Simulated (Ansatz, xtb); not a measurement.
Relative energy of two isomers of CH5NSi

We compare X, `C=N[SiH3]`, a singlet, with Y, `C[Si]N`, a singlet. Both are isolated molecules in the gas phase, relaxed with BLYP-D3(BJ)/def2-SVP; the shapes shown needn't be the lowest conformers.

X (Å):

```tsv
atom	x (Å)	y (Å)	z (Å)
C	-0.2139	-2.6694	1.0744
N	0.5551	-1.9811	1.8229
Si	1.0074	-0.2893	1.5434
H	-0.4456	-3.7309	1.3265
H	-0.7058	-2.2925	0.1387
H	0.3858	0.2989	0.2983
H	2.4994	-0.2307	1.4324
H	0.5730	0.5001	2.7393
```

Y (Å):

```
atom    x (Å)    y (Å)    z (Å)
   C  -0.4552  -1.9750   0.8355
   N   1.6515  -0.4924   1.9061
  Si   1.1025  -2.1427   1.9822
   H  -1.3627  -2.2973   1.3930
   H  -0.3630  -2.6815  -0.0193
   H  -0.6405  -0.9578   0.4273
   H   2.4877  -0.1741   2.4062
   H   1.2138   0.2761   1.3818
```

Quicker runs give these differences E(Y) − E(X): GFN2-xTB +14.6 kcal/mol; HF/STO-3G −18.4 kcal/mol (at GFN2-xTB geometries); r2SCAN-D4/def2-SVP −17.5 kcal/mol (at GFN2-xTB geometries).

Question: Which of the two would you expect CCSD(T)/def2-TZVP electronic energies to favour?

Answer: Structure Y; the calculation gives E(Y) − E(X) = −12.3 kcal/mol.

Level by level:

```csv
level,geometry,E(Y) − E(X) (kcal/mol),departure from the last row (kcal/mol),"job, with rough time for the two"
GFN2-xTB,GFN2-xTB,+14.6,+26.9,"optimisation, 0.097 s"
HF/STO-3G,GFN2-xTB,−18.4,−6.1,"single point, 0.24 s"
r2SCAN-D4/def2-SVP,GFN2-xTB,−17.5,−5.2,"single point, 3.2 s"
BLYP-D3(BJ)/def2-SVP,BLYP-D3(BJ)/def2-SVP,−11.4,+0.9,"optimisation, 66 s"
HF/def2-TZVP,BLYP-D3(BJ)/def2-SVP,−5.9,+6.4,part of the CCSD(T) run
MP2/def2-TZVP,BLYP-D3(BJ)/def2-SVP,−12.6,−0.3,part of the CCSD(T) run
CCSD(T)/def2-TZVP,BLYP-D3(BJ)/def2-SVP,−12.3,,"single point, 29 s"
```

As drawn, Y has 1 C–Si, 1 C–H, 2 N–H in place of 1 C=N, 3 Si–H.

GFN2-xTB puts the two in the other order. The largest departure from CCSD(T)/def2-TZVP is that of GFN2-xTB, 26.9 kcal/mol.

With harmonic frequencies from BLYP-D3(BJ)/def2-SVP (ideal gas, rigid rotor, one conformer each, 298.15 K, 1 atm): on the last row, ΔE + ΔZPE = −8.2 kcal/mol. A mode under 50 cm⁻¹ makes harmonic enthalpies and free energies unreliable, so none is given.

The correlated steps freeze 7 core orbitals. Programs: Ansatz 0.2.0, xtb 6.7.1; the last row on 1 thread of Arm Neoverse V1 on a shared host.
